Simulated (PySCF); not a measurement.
# The bond of NaP, level by level

An exercise on one series of results from a longer session: the logs are not shown, and one member is left open.

The runs use PySCF 2.14.0; Na 6-311G(d,p), P 6-311G(d,p), no relativity.

The first run:

Settings of the job:

```
atoms                         : Na, P
charge                        : 0
basis                         : Na 6-311G(d,p), P 6-311G(d,p)
Hamiltonian                   : no relativity
basis functions               : 52
electrons treated             : 26
masses in u                   : 22.9898, 30.9738
levels                        : PBE0, PBE, r²SCAN, r²SCANh, M06-L, BLYP, ωB97X, HF, MP2, SCS-MP2, CCSD, CCSD(T)
grid                          : 80 radial by 434 angular points
occupations                   : held fixed by the projection of orbital angular momentum
dissociation limit            : Na + P, each in its ground configuration
starting distance in angstrom : 2.640
values of 2S to try           : 0, 2, 4
```

Launch:

```sh
> OMP_NUM_THREADS=1 python dia.py task.json out
```

Steps of the session up to this table: Input; PBE0 along the bond; Higher solutions at PBE0; PBE; r²SCAN (meta-GGA); r²SCANh; M06-L; BLYP (GGA); ωB97X; ROHF; Adding correlation.

One of the session's tables, all rows but one given; the rest of the session is left out.

```
       level  Re (Å)  ωe (cm⁻¹)  De (eV)
        ROHF   2.693      285.6    0.128
    ROHF-MP2   2.662      292.5     0.77
ROHF-SCS-MP2       ?          ?        ?
   ROHF-CCSD   2.679      277.5     0.83
ROHF-CCSD(T)   2.684      272.9     0.90
         PBE   2.689      265.1     1.42
        BLYP   2.701      259.9     1.44
      r²SCAN   2.690      267.6     1.35
       M06-L   2.682      271.5     1.65
     r²SCANh   2.683      271.3     1.32
        PBE0   2.670      276.8     1.31
       ωB97X   2.654      288.6     1.53
```

**Question.** Estimate the row for ROHF-SCS-MP2.

As computed: Re (Å): 2.668; ωe (cm⁻¹): 289.9; De (eV): 0.81. In the column «Re (Å)» it lies between ROHF-MP2 (2.662) and PBE0 (2.670).

De is counted to Na + P in their ground configurations.
